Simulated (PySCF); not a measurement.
# Cl2H2Si (dichlorosilane): the cost of one run

Computed with PySCF 2.14.0, with density-fitted response routines of our own, on a single molecule, in the gas phase or a continuum. Atoms count from 0, in the outputs and in this text.

**1. The starting structure**

5 atoms, charge 0, multiplicity 1; geometry from: GFN2-xTB. The atoms were then displaced at random by about 0.01 Å, so the start is not that level's minimum.

Bonds of the start (Å): Cl0–Si1 1.98, Si1–Cl2 2.00, Si1–H3 1.45, Si1–H4 1.46.

**2. Optimising the geometry at PBE0-D3(BJ)/def2-TZVP**

What the job is given:

```
{"job": {"xc": "PBE0", "basis": "def2-TZVP", "d3": "d3bj", "grid": 2, "shake": 0.01, "kind": "geom"}, "charge": 0, "multiplicity": 1}
Cl    -1.598190     1.026820    -0.043410
Si    -0.006910    -0.143540     0.001540
Cl     1.644740     0.979990    -0.069450
H      0.021110    -0.884560     1.248180
H     -0.027190    -1.012670    -1.174750
```

On the command line:

```sh
OMP_NUM_THREADS=1 python probes_run.py task.json out
```

The driver reads the jobs from task.json and runs them one after another.

**Question.** How long does this first job take on 1 thread of Intel Xeon Platinum 8259CL at 2.50GHz, shared host, and how much memory does it need?

About 25 s, with a peak of 0.48 GiB.
